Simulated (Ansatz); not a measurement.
# Chromium, bcc: convergence with the plane-wave cutoff

Computed with Ansatz, PBE, scalar-relativistic PAW, on the relaxed cell (a = 2.848 Å; non-magnetic). Errors count from a run at 420 eV on a Γ-centred 25×25×25 mesh with Fermi-Dirac smearing of 0.05 eV, extrapolated to zero width. Fixed here: mesh 15×15×15, Fermi-Dirac width 0.05 eV. The pressure holds a Pulay correction and is unreliable far below the recommended cutoff.

```csv
cutoff (eV),E(σ→0) error (meV/atom),P (GPa),SCF iterations
150,34256.3,-69.33,15
200,8480.9,-36.31,15
250,1739.8,3.61,14
300,241.0,0.59,14
350,27.3,-0.10,15
420,5.4,0.00,15
500,3.6,-0.05,15
600,2.3,-0.08,14
800,2.0,-0.09,15
```

Within 5 meV/atom of the last row: from 420 eV on.
